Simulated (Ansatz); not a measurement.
**Bulk modulus B0 of rhombohedral A7 Bi: levels of theory against measurement**

Reference value: 32.1 GPa (measured, copied from a table, unchecked, extrapolated to 0 K and zero-point effects removed; as tabulated in Lejaeghere et al. (2013), arXiv:1204.2733).

Task: What do LDA, PBE, PBEsol, PBE-D4, PBEsol-D3(BJ), r²SCAN, r²SCAN-D4 give, and how far is each from the reference?

Result: 
| level (code) | value (GPa) | cell (Å³/atom) | error (%) |
|---|---|---|---|
| LDA (Ansatz) | 41.1 | 33.49 | +28 |
| PBE (Ansatz) | 25.5 | 36.92 | -21 |
| PBEsol (Ansatz) | 36.9 | 34.42 | +15.0 |
| PBE-D4 (Ansatz) | 37.9 | 34.52 | +18.1 |
| PBEsol-D3(BJ) (Ansatz) | 47.2 | 32.57 | +47 |
| r²SCAN (Ansatz) | 23.7 | 36.80 | -26 |
| r²SCAN-D4 (Ansatz) | 27.9 | 35.93 | -13.1 |

Once the reference is moved by up to 10.0 % (a margin picked here for doubts on the reference and the settings) and values within 1.7 % count as equal, the nearest can be r²SCAN-D4 (-13.1 %) or PBEsol (+15.0 %). By the same margin the farthest can be PBEsol-D3(BJ) (+47 %) or r²SCAN (-26 %).

Density-functional levels without +SOC have no spin–orbit coupling. LDA: LDA has no dispersion term either, though it tends to give short spacings of layers, chains or molecules. PBE, PBEsol, r²SCAN: the cell comes from a level without a dispersion term, which matters for the spacing of layers, chains or molecules. Each level is taken at its own relaxed cell. Cutoffs differ between the levels. Ansatz's density-functional and Hartree–Fock values are scalar-relativistic unless marked +SOC, with PAW data made under PBE.

Differences are worked out from the printed values.

Ansatz is a first-principles code.
